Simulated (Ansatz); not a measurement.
**CH3Si (quartet): from Hartree-Fock to the top rungs, cc-pVDZ**

An exercise on one series of results from a longer session: the logs are not shown, and one member is left open.

Method: cc-pVDZ, core rule «outside noble gas», up to 6 orbitals frozen; program: Ansatz 0.2.0, Gaussian basis.

The runs, in order: UHF; CCSD(T) on ROHF; CCSD(T) on UHF; BCCD(T) on ROHF; CISD; CCSDT(Q) on ROHF; CCSDT(Q) on UHF; CASSCF and MRCISD+Q, 11 electrons in 11 orbitals; CASSCF and NEVPT2, 11 electrons in 11 orbitals.

17 further runs of the same task are left out: 6 that didn't finish, 11 set aside as unsound or not needed.

### The geometry

The geometry is a PBE0/def2-TZVP stationary point (not a proven minimum) of the parent state, kept for this charge and spin.

5 atoms, charge 0, spin multiplicity 4.

Atoms are counted from 1 here; the program's logs count them from 0.

Bond lengths: Si1–C2 1.890 Å, Si1–H3 1.488 Å, Si1–H4 1.488 Å, Si1–H5 1.492 Å. Angles: C2–Si1–H3 112.5°, C2–Si1–H4 112.5°, C2–Si1–H5 101.7°, H3–Si1–H4 109.7°, H3–Si1–H5 110.2°, H4–Si1–H5 110.2°.

Set-up of the first run:

The input, in.yaml:

```yaml
crystal:
  periodic: [false, false, false]
  atoms:
    - {symbol: Si, position_ang: [-0.002716, 0.000000, 0.492711]}
    - {symbol: C, position_ang: [0.023717, -0.000001, -1.396758]}
    - {symbol: H, position_ang: [0.630455, -1.216386, 1.069825]}
    - {symbol: H, position_ang: [0.630650, 1.216284, 1.069826]}
    - {symbol: H, position_ang: [-1.468051, 0.000117, 0.775218]}
basis:
  gaussian: {orbitals: cc-pVDZ}
magnetization: {spin_polarized: true, initial_magnetization: 3}
hamiltonian: {xc: hf}
output: {orbitals: {seedname: orbitals}}
```

The run is started by

```
ansatz run in.yaml --threads 1 --pin off --events-out ev --progress --plain --max-ram 2393MiB
```

Among the steps run: UHF; CCSD(T) on ROHF; CCSD(T) on UHF; BCCD(T) on ROHF; CISD; CCSDT(Q) on ROHF; CCSDT(Q) on UHF; CASSCF and MRCISD+Q, 11 electrons in 11 orbitals; CASSCF and NEVPT2, 11 electrons in 11 orbitals.

One of the session's tables, all rows but one given; the rest of the session is left out.

```
          method  from UCCSDT(Q) (meV)
            ROHF               +5616.4
             UHF               +5560.6
            RMP2               +1243.2
            UMP2               +1234.4
            CISD                +499.0
           RCCSD                +152.7
           UCCSD                     ?
        RCCSD(T)                 +34.1
        UCCSD(T)                 +33.0
         BCCD(T)                 +33.0
          RCCSDT                  +6.1
          UCCSDT                  +5.0
       RCCSDT(Q)                  +1.2
       UCCSDT(Q)                     0
  CASSCF valence               +3972.6
  NEVPT2 valence               +1089.6
  MRCISD valence                +294.3
MRCISD+Q valence                 +53.8
```

**Question.** Estimate the row for UCCSD.

**Answer.** from UCCSDT(Q) (meV): +151.2. In the column «from UCCSDT(Q) (meV)» it lies between MRCISD+Q valence (+53.8) and RCCSD (+152.7).

Among the levels timed on like hardware and quicker than the yardstick, those that no quicker one beats, quickest first: UCCSD(T) (0.99 s, +33.0 meV).

Caveats from the session: Of the multireference levels listed MRCISD+Q valence comes nearest in total energy (+53.8 meV), which doesn't show that its space is the better one. Restricted and unrestricted rows rest on different reference determinants; where their highest levels disagree by more than a few hundredths of an eV, they describe different states and don't form one ladder.
